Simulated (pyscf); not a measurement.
PySCF, gas phase, ωB97X-D3(BJ)/def2-SVP geometries. Correlated levels are frozen-core, on RHF or UHF. ΔMP2 is the change of the MP2 total energy from the triple- to the quadruple-zeta basis.

SMILES: [OH][SnH]([OH])[F]
```xyz
7

O     -1.9934    -2.2474    -0.7832
Sn    -0.6336    -0.9008    -0.3749
O      1.1275    -1.7683    -0.3075
F     -0.4535     0.2543    -1.9176
H     -1.6847    -2.9102    -1.4140
H     -1.0862    -0.0086     0.9837
H      1.7129    -1.4263    -0.9960
```
Charge 0, spin multiplicity 1.

Task: How much does it cost (ΔH, 298 K, CCSD(T)/def2-TZVPP + ΔMP2(QZVPP)) to split HO–SnH(OH)–F (SMILES [OH][SnH]([OH])[F]) at its F–Sn bond into HO–SnH•–OH + F•?

Result: F–Sn to HO–SnH•–OH + F•: 119.5 kcal/mol. Other isomers of HO–SnH•–OH were not searched in full and may lie lower. The CCSD(T) − MP2 part came from Ansatz, without density fitting, on the same reference. The frozen core leaves the outer d or s,p core shells of the metals and heavy elements correlated in the MP2 and CC values, and def2-TZVPP describes them poorly, which can shift differences by a few kcal/mol. Left out: the spin-orbit lowering of F. Elements past Kr carry the def2 core potentials, without spin-orbit coupling.
